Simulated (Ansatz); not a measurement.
We consider bcc Li, described by BLYP (PAW; Ansatz, a quantum-chemistry and plane-wave program).

Run with plane-wave cutoff 520 eV, 22×22×22 k mesh, Fermi–Dirac smearing 0.05 eV, scalar-relativistic PAW data made under PBE.

Cell (relaxed at this level):

```
Li
1.0
   -1.71107     1.71107     1.71107
    1.71107    -1.71107     1.71107
    1.71107     1.71107    -1.71107
Li
1
Cartesian
  0.00000   0.00000   0.00000
```

Estimate the bulk modulus and pressure derivative B′ of the bulk modulus that the calculation returns.


* **bulk modulus**: 13.8 GPa
* **pressure derivative B′ of the bulk modulus**: 3.4

The run finds no gap.

Measured, for comparison: bulk modulus 13.8 GPa (corrected for temperature and zero-point phonon effects, our sources range from 13.1 to 13.9; as tabulated in Levämäki et al. (2014), arXiv:1402.3671). Computed (rounded) less measured: bulk modulus 0.0 % (inside the range of the sources held).

Static lattice: no zero-point or thermal effects.
